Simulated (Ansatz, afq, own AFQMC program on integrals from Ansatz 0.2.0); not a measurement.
Integrals from Ansatz 0.2.0, then the random walk in our own AFQMC program (afq).

```yaml
crystal:
  periodic: [false, false, false]
  atoms:
    - {symbol: N, position_ang: [0.000000, 0.000000, 0.000000]}
    - {symbol: N, position_ang: [0.000000, 0.000000, 1.089486]}
basis:
  gaussian: {orbitals: 6-31G}
magnetization: {spin_polarized: false}
correlation: {method: ccsd_t, electrons: outside_noble_gas, hamiltonian_folder: ham}
```

```sh
$ ansatz run in.yaml --threads 1 --pin off --events-out ev --progress --plain --max-ram 16896MiB --backend cuda --devices 0, --max-vram 18GiB
```

afq runs on the folder ham with

```
--method phaseless --trial cisd --walkers 4000 --populations 20 --least-time 60 --time-step 0.005 --steps-per-block 50 --equilibration-blocks 28 --max-blocks 4000 --target-error 0.00019 --factor-cut 1e-05 --seed 7425 --release-times 0.24,0.51,0.99,1.62,2.4 --release-step 0.03 --release-every 3 --taylor-order 6
```

Times are imaginary, in 1/Eh. The walk had a cap of 122 s. With eight or more populations the least sampling time is a fifth of least-time, and the error comes from their spread.

afq prints:

```
orbitals 16  electrons 5 5  factors 95 of 268
reference energy -108.86800074 Eh
CCSD correlation -0.22395152 Eh in 10 cycles, weight of the determinant in the CISD state 0.9102
energy of the start -109.091941 Eh
 block  time / (1/Eh)  mean weight  energy / Eh
     1     0.250  0.9998  -109.089741
     2     0.500  0.9999  -109.093462
     3     0.750  0.9999  -109.096084
     4     1.000  1.0002  -109.097073
     5     1.250  0.9999  -109.097159
     9     2.250  0.9998  -109.100240
    21     5.250  1.0001  -109.100341
    37     9.250  1.0000  -109.100555
    53    13.250  0.9998  -109.099127
    69    17.250  0.9999  -109.102237
    85    21.250  1.0000  -109.100255
   101    25.250  1.0001  -109.101640
   117    29.250  1.0000  -109.098553
   133    33.250  1.0001  -109.103423
   149    37.250  0.9999  -109.102452
   165    41.250  1.0001  -109.099791
error from the spread of 20 populations
released: time / (1/Eh)  energy / Eh  error  mean overlap
  0.24  -109.101038  0.000150  0.9991
  0.51  -109.101042  0.000126  0.9997
  0.99  -109.101148  0.000107  0.9984
  1.62  -109.101041  0.000094  0.9981
  2.40  -109.101150  0.000086  0.9977
energy -109.100858 +/- 0.000174 Eh
(rows thinned)
```

The run passed its tests (sampling time, drift between the halves within three errors, error under three times the target), which doesn't prove that it has relaxed.

Against this walk (error 4.7 meV) on the same determinant: CCSD(T) 42.2 meV higher, CCSDT(Q) 8.1 meV lower (within the noise), CCSDTQ 1.0 meV lower (within the noise), full CI 6.3 meV lower (within the noise). The error is statistical and leaves out the bias of the constraint. Released to 2.40 1/Eh the energy moves by -8 ± 5 meV (both errors), within twice the noise.

Cautions: constraint bias not in the error.

The walk took 36 s on 1 × NVIDIA H100 80GB HBM3 with 2 threads of AMD EPYC 7R13 Processor (Zen 3) (shared host) (the card was shared). The log's last line is the phaseless energy.

CCSDT and higher add their correlation energy to the determinant of the CCSD(T) run, since their own runs factorise the integrals more tightly (a shift of under 2 meV). A walk keeps the symmetry of its determinant, which the program's search chose and which needn't be the lowest solution, so a lower state of the same spin and another symmetry isn't excluded.
